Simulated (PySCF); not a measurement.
Compound: C6H6 (charge +1 and doublet state).
Atom-mapped SMILES: `[CH2:1]=[C:2]1[CH:3]=[CH:4][C:5]1[CH2+:6]` (hydrogens: H7, H8 on C1; H9 on C3; H10 on C4; H11, H12 on C6)

Structure used (PBE0-D3(BJ)/def2-SVP), in Å, numbered top down from 1:
```
atom  x, y, z in Å
C1     1.9497   -0.0424   -0.4360
C2     0.7085    0.2865   -0.0060
C3     0.1459    1.4555    0.6027
C4    -1.1476    0.8677    0.6629
C5    -0.6825   -0.3467    0.0606
C6    -1.2776   -1.5158   -0.2752
H7     2.1601   -1.0163   -0.8858
H8     2.7745    0.6692   -0.3400
H9     0.5492    2.4255    0.9066
H10   -2.1184    1.2147    1.0273
H11   -0.7151   -2.3313   -0.7375
H12   -2.3442   -1.6679   -0.0876
```

The hyperfine couplings belong to this conformer and change with its torsions.

Computed, not measured: UKS B3LYP, IGLO-III on C, pcH-1 on H, non-relativistic, mean-field spin-orbit, GIAO in PySCF 2.14.0. The structure is a single PBE0-D3(BJ)/def2-SVP conformer in the gas phase; no vibrational or solvent corrections. Stability of the SCF solution: not tested. No frequencies were computed at this geometry's level, so the symmetric structure isn't shown to be a minimum.

(1) The isotropic 13C couplings, averaged over equivalent nuclei, are +18.8, +15.8, -15.5 MHz. Assign them to C1/C6; C2/C5; C3/C4.

Answers

(1) 
| site | a_iso (MHz) | ρ(0) (bohr⁻³) | position | distance from C6 (Å) | spin population | largest \|T\| (MHz) |
| --- | --- | --- | --- | --- | --- | --- |
| C1/C6 | +18.8 | +0.0167 | a main spin site | 1.78 | +0.29 | 44.5 |
| C2/C5 | -15.5 | -0.0138 | 1 bond from C1 | 2.02 | -0.02 | 2.5 |
| C3/C4 | +15.8 | +0.0141 | a main spin site | 2.99 | +0.27 | 44.3 |

ρ(0) is the spin density at the nucleus and T the dipolar tensor; entries for several nuclei are means. The Mulliken spin populations are largest on C6 (+0.29), C1 (+0.29), C4 (+0.27) and C3 (+0.27). Four atoms exceed +0.15. Main spin sites, with 60 % or more of the largest population: C1, C3, C4, C6; positions count bonds from the nearest.

The spin density at the nucleus, in bohr⁻³, is negative for C2/C5 (-0.0138), H7/H11 (-0.0044) and H9/H10 (-0.0043), for instance. A restricted open-shell determinant has no negative spin density anywhere; here it arises because α and β orbitals differ (spin polarisation).

H11 and H12 aren't averaged: C6 is flat or nearly so (angle sum 360°), and its turn about the short C6–C5 bond (1.35 Å) is taken as slow.

The SMILES `C=C1C=C[C]1[CH2+]` draws the unpaired electron on C5, whose computed spin population is only -0.02.

Hardware: an x86-64 server with one thread, no GPU (shared host). Cost: 2.0 min wall.
